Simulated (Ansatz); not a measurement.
**CH4OSi: one species, many methods**

How much do the methods differ for CH4OSi? The plan is to run it at one geometry with functionals of several rungs and with coupled cluster, and see how far each lands from CCSD(T) at the basis-set limit for the atomisation energy.

The runs use Ansatz 0.2.0, Gaussian basis; functionals in def2-TZVPP, the program's frozen cores in correlated methods.

The runs, in order: LDA (SPW92), PBE-D4, revPBE-D4, BLYP-D4, r2SCAN-D4, B97M-V, PBE0-D4, B3LYP-D4, r2SCANh-D4, r2SCAN0-D4, HSE06-D4, BHLYP-D4, CAM-B3LYP-D4, LC-ωPBE, ωB97X-V, ωB97M-V, B2PLYP, PBE-QIDH; CCSD(T)/def2-SVP; CCSD(T)/def2-TZVPP; MP2/def2-QZVPP; extrapolation to the limit; RPA on PBE.

### Step 1. The relaxed structure

An earlier PBE0-D4 in a triple-zeta def2 set relaxation fixed the geometry.

SMILES `O=C[SiH3]`, 7 atoms, charge 0, spin multiplicity 1.

Atoms are counted from 1 here; the program's logs count them from 0.

Bond lengths: O1–C2 1.204 Å, C2–Si3 1.931 Å, C2–H4 1.116 Å, Si3–H5 1.484 Å, Si3–H6 1.484 Å, Si3–H7 1.486 Å. Angles: O1–C2–Si3 120.5°, O1–C2–H4 119.5°, Si3–C2–H4 120.0°, C2–Si3–H5 107.9°, C2–Si3–H6 107.9°, C2–Si3–H7 110.3°, H5–Si3–H6 110.2°, H5–Si3–H7 110.3°, H6–Si3–H7 110.2°.

### Step 2. LDA

This LDA is Slater exchange with PW92 correlation.

The input, in.yaml:

```yaml
crystal:
  periodic: [false, false, false]
  atoms:
    - {symbol: O, position_ang: [-1.778980, -0.923995, -0.293403]}
    - {symbol: C, position_ang: [-0.613426, -0.965497, 0.006322]}
    - {symbol: Si, position_ang: [0.461347, 0.639247, -0.007798]}
    - {symbol: H, position_ang: [-0.154996, -1.941551, 0.294015]}
    - {symbol: H, position_ang: [0.433645, 1.194068, -1.383564]}
    - {symbol: H, position_ang: [-0.144525, 1.601628, 0.945178]}
    - {symbol: H, position_ang: [1.858135, 0.328100, 0.393651]}
basis:
  gaussian: {orbitals: def2-TZVPP}
hamiltonian: {xc: lda}
output: {orbitals: {seedname: orbitals}}
```

On the command line:

```console
$ ansatz run in.yaml --threads 2 --pin off --events-out ev --progress --plain --max-ram 4352MiB
```

Further steps of the session: PBE-D4 (GGA); revPBE-D4 (GGA); BLYP-D4 (GGA); r2SCAN-D4 (meta-GGA); B97M-V (meta-GGA); PBE0-D4 (hybrid); B3LYP-D4 (hybrid); r2SCANh-D4 (hybrid); r2SCAN0-D4 (hybrid); HSE06-D4 (hybrid); BHLYP-D4 (hybrid); CAM-B3LYP-D4 (range-separated); LC-ωPBE (range-separated); ωB97X-V (range-separated); ωB97M-V (range-separated); B2PLYP (double hybrid); PBE-QIDH (double hybrid); CCSD(T) in def2-SVP; CCSD(T) in def2-TZVPP; MP2 in def2-QZVPP; RPA on PBE orbitals.

Before running them: what should the planned runs give, taken together? Wanted: atomisation energy, CCSD(T)/CBS; farthest beyond LDA; mean size of error, GGA; mean size of error, meta-GGA; mean size of error, hybrid; mean size of error, range-separated; mean size of error, double hybrid; gap, smallest and largest; T1 diagnostic.

The runs gave:

| quantity | value |
| --- | --- |
| atomisation energy, CCSD(T)/CBS | 2423.3 kJ/mol |
| functionals within 12.1 kJ/mol (0.5 %) | BLYP-D4, r2SCAN-D4, B97M-V, B3LYP-D4, CAM-B3LYP-D4, ωB97X-V, ωB97M-V |
| farthest beyond LDA | BHLYP-D4 (-83.7 kJ/mol) |
| mean size of error, GGA | 21.1 kJ/mol |
| mean size of error, meta-GGA | 0.8 kJ/mol |
| mean size of error, hybrid | 32.9 kJ/mol |
| mean size of error, range-separated | 10.8 kJ/mol |
| mean size of error, double hybrid | 32.1 kJ/mol |
| gap, smallest and largest | 2.65 eV (LDA (SPW92)), 10.54 eV (LC-ωPBE) |
| T1 diagnostic | 0.0155 |
| triples share of the correlation energy | 3.9 % |

**Reading.** The LDA atomisation energy is off by 336.4 kJ/mol (14 %): it overbinds. PBE-D4 misses by +37.6 kJ/mol. Double hybrids carry the basis error of their MP2 part in triple zeta, and no dispersion term here, so their miss is partly the set-up's. The rungs meta-GGA, range-separated miss on average by less than the doubt on the reference (12.1 kJ/mol), so they tie. The reference freezes the cores and leaves out relativity and excitations past (T), so misses under about 12.1 kJ/mol can't be ranked. Hartree-Fock recovers 71 % of the binding; the rest is correlation. CCSD(T) in def2-SVP is off by -137.6 kJ/mol, worse than the median functional, from the basis alone. The gap grows from 2.6 to 10.5 eV across the functionals, mostly with the share of exact exchange.
